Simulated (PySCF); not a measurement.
Ionisation energies (eV) were calculated with PySCF 2.14 by UHF, MP2 (valence), PBE, in another order, as differences of total energies without spin-orbit coupling. The measured values are between term centres (NIST).

| species | measured | A | B | C |
| --- | --- | --- | --- | --- |
| B (def2-QZVPPD, non-relativistic) | 8.297 | 8.043 | 8.671 | 8.291 |
| C (def2-QZVPPD, non-relativistic) | 11.262 | 10.801 | 11.537 | 11.279 |
| Al⁺ (def2-QZVPPD, non-relativistic) | 18.829 | 17.521 | 18.758 | 18.321 |
| Sr (def2-QZVPPD with the def2 core potential (28 electrons), ECP) | 5.695 | 4.743 | 5.699 | 5.251 |
| Tc (def2-QZVPPD with the def2 core potential (28 electrons), ECP) | 7.119 | 5.538 | 6.895 | 6.750 |
| Ag (def2-QZVPPD with the def2 core potential (28 electrons), ECP) | 7.576 | 6.359 | 8.026 | 7.461 |
| Cd⁺ (def2-QZVPPD with the def2 core potential (28 electrons), ECP) | 16.908 | 15.585 | 17.461 | 16.828 |
| I⁺ (def2-QZVPPD with the def2 core potential (28 electrons), ECP) | 18.750 | 17.687 | 18.732 | 18.423 |

**Question.** Which column is which method?

**Answer.** A is UHF (mean error -1.02 eV); B is PBE (mean error 0.17 eV); C is MP2 (valence) (mean error -0.23 eV). Hartree-Fock lacks the correlation of the electron removed and comes out lowest. PBE, with gradient corrections, lies close to experiment on average, with errors of both signs. Valence MP2 in a finite basis recovers only part of the missing correlation, so it stays below experiment on average.
